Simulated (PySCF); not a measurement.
Species: bicyclo[2.2.0]hexa-2,5-diene, C6H6.
Numbering: `[CH:1]1=[CH:2][C@H:3]2[CH:4]=[CH:5][C@@H:6]12` (hydrogens: H7 on C1; H8 on C2; H9 on C3; H10 on C4; H11 on C5; H12 on C6)

The same species was optimised twice, with GFN2-xTB and with PBE0-D3(BJ)/def2-SVP (PySCF), and the same property calculations (PySCF, gas phase) were run on both structures.

| coordinate | GFN2-xTB | PBE0-D3(BJ)/def2-SVP | change |
| --- | --- | --- | --- |
| C4=C5 (Å) | 1.329 | 1.341 | +0.012 |
| C1=C2 (Å) | 1.329 | 1.341 | +0.012 |
| C1–C6 (Å) | 1.512 | 1.521 | +0.009 |
| C3–C4 (Å) | 1.512 | 1.521 | +0.009 |
| C2–C3 (Å) | 1.513 | 1.521 | +0.008 |
| C5–C6 (Å) | 1.513 | 1.521 | +0.008 |
| C3–C6 (Å) | 1.557 | 1.560 | +0.003 |
| C1–C6–C5 (°) | 113.9 | 117.4 | +3.5 |
| C2–C3–C4 (°) | 114.0 | 117.4 | +3.4 |
| C3–C4–C5 (°) | 94.3 | 94.1 | -0.2 |
| C2–C1–C6 (°) | 94.3 | 94.1 | -0.2 |
| C3–C6–C5 (°) | 85.7 | 85.9 | +0.2 |
| C2–C3–C6 (°) | 85.7 | 85.9 | +0.2 |
| C1–C6–C3 (°) | 85.7 | 85.9 | +0.2 |
| C4–C3–C6 (°) | 85.7 | 85.9 | +0.2 |

Rotational constants: A = 7814, B = 4660, C = 3627 MHz (GFN2-xTB) against A = 7873, B = 4490, C = 3499 MHz (PBE0-D3(BJ)/def2-SVP). Point groups within 0.08 Å: C2v and C2v.

On the GFN2-xTB structure: lowest singlet, TDDFT (eV) 5.62 [wB97X-D/def2-SVPD]; lowest triplet, Tamm–Dancoff (eV) 4.04 [wB97X-D/def2-SVPD]; isotropic polarisability (au) 60.5 [wB97X-D/def2-SVPD]; HOMO (eV) -8.79 [wB97X-D/def2-SVPD]; LUMO (eV) 1.46 [wB97X-D/def2-SVPD]; dipole (D) 0.04 [wB97X-D/def2-SVPD]; HOMO (eV) -6.96 [PBE0/pcSseg-1]; LUMO (eV) -0.32 [PBE0/pcSseg-1]; dipole (D) 0.03 [PBE0/pcSseg-1]; GIAO shielding of C1/C2/C4/C5 (mean) (ppm) 32.4 [PBE0/pcSseg-1]; GIAO shielding of C3/C6 (mean) (ppm) 133.0 [PBE0/pcSseg-1].

Q: What do these properties become on the PBE0-D3(BJ)/def2-SVP structure?

A: 
| property | level | on GFN2-xTB | on PBE0-D3(BJ)/def2-SVP | change |
| --- | --- | --- | --- | --- |
| lowest singlet, TDDFT (eV) | wB97X-D/def2-SVPD | 5.62 | 5.77 | +0.15 |
| lowest triplet, Tamm–Dancoff (eV) | wB97X-D/def2-SVPD | 4.04 | 4.08 | +0.04 |
| isotropic polarisability (au) | wB97X-D/def2-SVPD | 60.5 | 62.2 | +1.7 |
| HOMO (eV) | wB97X-D/def2-SVPD | -8.79 | -8.92 | -0.13 |
| LUMO (eV) | wB97X-D/def2-SVPD | 1.46 | 1.44 | -0.02 |
| dipole (D) | wB97X-D/def2-SVPD | 0.04 | 0.04 | 0.00 |
| energy, GFN2-xTB geometry as zero (kcal/mol) | wB97X-D/def2-SVPD | 0.0 | -1.8 | -1.8 |
| HOMO (eV) | PBE0/pcSseg-1 | -6.96 | -7.09 | -0.13 |
| LUMO (eV) | PBE0/pcSseg-1 | -0.32 | -0.34 | -0.02 |
| dipole (D) | PBE0/pcSseg-1 | 0.03 | 0.03 | 0.00 |
| energy, GFN2-xTB geometry as zero (kcal/mol) | PBE0/pcSseg-1 | 0.0 | -1.2 | -1.2 |
| GIAO shielding of C1/C2/C4/C5 (mean) (ppm) | PBE0/pcSseg-1 | 32.4 | 30.7 | -1.7 |
| GIAO shielding of C3/C6 (mean) (ppm) | PBE0/pcSseg-1 | 133.0 | 131.4 | -1.6 |

The heavy atoms differ by 0.030 Å rms after alignment. Among bonds between heavy atoms C1=C2 and C4=C5 change most and about equally (+0.012 Å). Changes are differences of the printed values. Neither structure is proved a minimum here.

The pairwise dispersion term of wB97X-D wasn't added to the energies; at a given geometry it leaves orbitals and properties as they are.
